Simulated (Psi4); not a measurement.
Psi4 input (wB97X-D/6-311+G**):

```
memory 1500 MB

molecule {
-1 1
C    -0.00000000   -0.00000000   -0.63014053
N     0.00000000    0.00000000    0.54012046
symmetry c1
no_reorient
no_com
}

set {
  basis 6-311+G**
  reference rks
  scf_type pk
  dft_radial_points 99
  dft_spherical_points 590
  e_convergence 1e-8
  d_convergence 1e-7
  maxiter 150
}

e = energy('wb97x-d')
print_out(f'\nFINAL {e:.10f} DIPOLE {variable("CURRENT DIPOLE")[0]:.6f} {variable("CURRENT DIPOLE")[1]:.6f} {variable("CURRENT DIPOLE")[2]:.6f}\n')
```

**Question.** Predict the final energy.

**Answer.** -92.84730 Eh.
